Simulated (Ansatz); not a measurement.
C3H4O2 can be A, `C1=COCO1`, or B, `O=CC1CO1`.

Gas-phase electronic energies from Ansatz, PBE0-D4/def2-TZVP geometries. CCSD(T)/CBS is the MP2 limit (def2-TZVPP, def2-QZVPP) plus CCSD(T) − MP2 in def2-TZVPP, frozen cores. DFT in def2-TZVPP. B3LYP here is the variant with VWN-RPA as its local correlation; programs differ in this. One conformer a species, not always the lowest.

**Question.** Which isomer does CCSD(T)/CBS put lower? Give the gap. (Estimate.)

**Answer.** The calculation gave: A, by 19.8 kJ/mol.

**Question.** Give E(B) − E(A) in kJ/mol with B3LYP-D4, LDA (SPW92), CCSD/def2-TZVPP, B2PLYP, MP2/def2-TZVPP, ωB97M-V, CCSD(T)/def2-SVP. (An estimate is asked.)

**Answer.** Ansatz gave: B3LYP-D4 15.3, LDA (SPW92) 40.8, CCSD/def2-TZVPP 16.2, B2PLYP 12.6, MP2/def2-TZVPP 10.6, ωB97M-V 17.5, CCSD(T)/def2-SVP 9.2. None reverses the order clearly.

**Question.** Does the order hold for the free energy at 298.15 K (harmonic terms from PBE0-D4)? (Estimate.)

**Answer.** Ansatz gave: Yes: G(B) − G(A) = +11.6 kJ/mol, for one conformer each.

Largest T1 diagnostic: 0.014.

Leaving LDA and LC-ωPBE aside and taking each functional with its dispersion term where it has one, the values, not all of them listed here, spread over 17.1 kJ/mol, from B97M-V to BHLYP-D4. LDA lies +31.7 kJ/mol from PBE without D4. At CCSD(T), def2-SVP lies −10.6 kJ/mol from the extrapolated value and def2-TZVPP −2.9 kJ/mol.
